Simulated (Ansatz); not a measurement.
SiH2MeCl (CH₅ClSi). Total charge 0; singlet. Geometry r2SCAN-D4/def2-TZVP.

```xyz
8

Si    0.365   -0.586    0.503
H     1.847   -0.574    0.458
H    -0.123   -1.966    0.266
C    -0.361    0.611   -0.718
H    -0.057    0.342   -1.734
H    -0.020    1.628   -0.517
H    -1.452    0.600   -0.674
Cl   -0.197   -0.054    2.417
```

Q: Estimate the orbital energies around the gap (eV) in Ansatz with PBE-D4/def2-SVP, PBE-D4/def2-TZVP, r2SCAN-D4/def2-TZVP, B97M-V/def2-TZVP, PBE0-D4/def2-SVP.

A: 
```
orbital  PBE-D4/def2-SVP  PBE-D4/def2-TZVP  r2SCAN-D4/def2-TZVP  B97M-V/def2-TZVP  PBE0-D4/def2-SVP
 HOMO−9           -20.19            -20.36               -21.33            -21.83            -22.82
 HOMO−8           -17.40            -17.61               -18.55            -18.87            -19.81
 HOMO−7           -12.79            -12.87               -13.35            -13.41            -14.63
 HOMO−6           -10.35            -10.43               -10.84            -10.94            -11.95
 HOMO−5           -10.33            -10.41               -10.82            -10.91            -11.95
 HOMO−4            -9.06             -9.18                -9.58             -9.69            -10.50
 HOMO−3            -8.72             -8.83                -9.22             -9.25            -10.23
 HOMO−2            -8.67             -8.75                -9.11             -9.18            -10.16
 HOMO−1            -7.19             -7.39                -7.75             -7.86             -8.61
   HOMO            -7.18             -7.39                -7.74             -7.84             -8.61
   LUMO            -0.05             -0.44                 0.01             -0.15              0.86
 LUMO+1             0.63              0.08                 0.63              0.23              1.46
 LUMO+2             1.37              0.94                 1.52              0.99              2.27
 LUMO+3             1.65              1.11                 1.52              1.33              2.61
 LUMO+4             2.32              1.47                 2.28              1.68              3.29
 LUMO+5             2.53              1.88                 2.61              2.13              3.46
```
